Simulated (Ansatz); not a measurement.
**One arrangement of a pair**

The pair of H2O (SMILES O, atoms 1–3) and SiNH5 (SMILES [SiH3]N, atoms 4–10), both closed shells, in one local arrangement (a lower one may exist), relaxed at PBE0-D4/def2-TZVP:

```xyz
10
angstrom
O -0.3619 -0.4511 -2.4291
H -0.1620 -0.6001 -1.4898
H 0.4214 -0.0345 -2.7926
Si 0.0031 0.8059 1.1093
N 0.0313 -0.8172 0.4870
H 1.1552 1.5284 0.5138
H -1.2796 1.4171 0.6884
H 0.1146 0.9058 2.5927
H -0.7840 -1.3881 0.6623
H 0.8620 -1.3662 0.6580
```

Computed with Ansatz 0.2.0 (basis: def2-TZVPPD, with def2-QZVPPD for the basis limit); correlated methods freeze the cores. B3LYP uses VWN-RPA correlation. Extrapolation: Hartree–Fock as exp(−7.88 √X), correlation as X^−2.97. Interaction energies count from these two fragments, frozen as in the pair, with the counterpoise correction; negative means bound.

Q: What is the interaction energy by CCSD(T) at an estimated basis limit (MP2 extrapolated from triple and quadruple zeta, plus CCSD(T) − MP2 in triple zeta)? (Judge from chemistry; the value comes from the calculation.)

A: The calculation gives: -21.3 kJ/mol. Hartree–Fock alone gives -10.9 kJ/mol at the basis limit. It counts from the two fragments frozen as in the pair.

The same quantity by other methods in triple zeta, and each one's difference from that estimate:
```csv
method,E_int (kJ/mol),difference
PBE-D4,-24.6,-3.3
revPBE-D4,-21.4,-0.1
BLYP-D4,-22.1,-0.8
r2SCAN-D4,-23.3,-2.0
B97M-V,-20.4,0.9
PBE0-D4,-23.9,-2.6
B3LYP-D4,-22.8,-1.5
HSE06-D4,-23.8,-2.5
wB97X-V,-21.6,-0.3
wB97M-V,-21.3,0.0
B2PLYP,-18.8,2.6
HF,-10.9,10.5
MP2,-19.8,1.5
CCSD,-18.0,3.3
CCSD(T),-19.6,1.7
```
Differences are method less estimate.

Q: Which atoms make the shortest contact between the fragments?

A: H2 and N5, 2.00 Å apart.

Basis-set superposition shift (counterpoise-corrected less uncorrected): CCSD(T) 2.5; MP2 2.5; HF 0.3; PBE0-D4 0.4; wB97M-V 0.4 kJ/mol.

The T1 diagnostic stays at or below 0.011.

For scale, one of the runs: CCSD(T)/def2-TZVPPD, 244 basis functions, launched by `ansatz run in.yaml --threads 4 --pin off --events-out ev --progress --plain --max-ram 9574MiB`. Time: 18 s of wall clock on 4 CPU threads of an AMD EPYC 9R45; the host was shared. Peak host memory: 4.8 GiB.
